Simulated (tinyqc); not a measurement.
Inside a calculation. Method: extended Hueckel theory, for CH2-. The parameters take no account of the charge, which enters only through the electron count, and nothing here shows that the anion is bound. One step of it, computed by the program tinyqc.

Question. Mulliken analysis. P = C n C^T; charge = valence electrons (C 4, H 1) minus the sum of (P S)_ii on the atom; overlap population = 2 sum P_ij S_ij between two atoms.

coefficients, order 1C 2s, 1C 2px, 1C 2py, 1C 2pz, 2H 1s, 3H 1s:
$$\begin{pmatrix}
0.660283 & 0.000000 & -0.299726 & 0.000000 & 0.000000 & 1.254021 \\
0.000000 & 0.000000 & 0.000000 & 1.000000 & 0.000000 & 0.000000 \\
0.000000 & 0.556049 & 0.000000 & 0.000000 & 1.188518 & 0.000000 \\
-0.007530 & 0.000000 & 0.914670 & 0.000000 & 0.000000 & 0.690579 \\
0.282840 & 0.418609 & 0.113502 & 0.000000 & -0.915280 & -0.977582 \\
0.282840 & -0.418609 & 0.113502 & 0.000000 & 0.915280 & -0.977582
\end{pmatrix}$$

occupations: [2.000000, 2.000000, 2.000000, 1.000000, 0.000000, 0.000000]

overlap S, order 1C 2s, 1C 2px, 1C 2py, 1C 2pz, 2H 1s, 3H 1s:
$$\begin{pmatrix}
1.000000 & 0.000000 & 0.000000 & 0.000000 & 0.511743 & 0.511743 \\
0.000000 & 1.000000 & 0.000000 & 0.000000 & 0.000000 & 0.000000 \\
0.000000 & 0.000000 & 1.000000 & 0.000000 & 0.422055 & -0.422055 \\
0.000000 & 0.000000 & 0.000000 & 1.000000 & 0.273431 & 0.273431 \\
0.511743 & 0.000000 & 0.422055 & 0.273431 & 1.000000 & 0.150141 \\
0.511743 & 0.000000 & -0.422055 & 0.273431 & 0.150141 & 1.000000
\end{pmatrix}$$

Give: charges; Overlap populations.

Answer.

charges: 1C -1.1602, 2H 0.0801, 3H 0.0801

Overlap populations:
```
pair      value
2-1    0.816823
3-1    0.816823
3-2   -0.049458
```
